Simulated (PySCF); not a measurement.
# Chlorine: a sound run and one with changed settings

Sound run: Cl [Ne] 3s2 3p5, Cl⁺ [Ne] 3s2 3p4. Computed with PySCF 2.14 in def2-SVP, with the non-relativistic Hamiltonian (point nucleus). In the sound run the correlated levels freeze [Ne]. The sound run starts from symmetry-adapted Hartree-Fock orbitals and uses a fine grid where one is needed.

Changed run: basis STO-3G. This setting is unsound on purpose.

| species | method | sound run (hartree) | changed run (hartree) | converged |
| --- | --- | --- | --- | --- |
| Cl | UHF | -459.31930 | -454.54219 | yes |
| Cl | PBE0 | -459.83853 | -454.98901 | yes |
| Cl | BP86 | -460.03080 | -455.13894 | yes |
| Cl | MP2 | -459.42824 | -454.54219 | yes |
| Cl⁺ | UHF | -458.88624 | -454.12970 | yes |
| Cl⁺ | PBE0 | -459.36428 | -454.52753 | yes |
| Cl⁺ | BP86 | -459.55215 | -454.67452 | yes |
| Cl⁺ | MP2 | -458.97518 | -454.12970 | yes |

Ionisation energy of Cl:

```json
{"method": "UHF", "sound run (eV)": "11.784", "changed run (eV)": "11.224"}
{"method": "PBE0", "sound run (eV)": "12.905", "changed run (eV)": "12.557"}
{"method": "BP86", "sound run (eV)": "13.025", "changed run (eV)": "12.637"}
{"method": "MP2", "sound run (eV)": "12.328", "changed run (eV)": "11.224"}
{"method": "SCS-MP2", "sound run (eV)": "12.313", "changed run (eV)": "11.224"}
```

A minimal basis cannot let orbitals breathe on ionisation and holds almost no correlation.

For comparison, NIST gives 12.968 eV between the lowest levels.
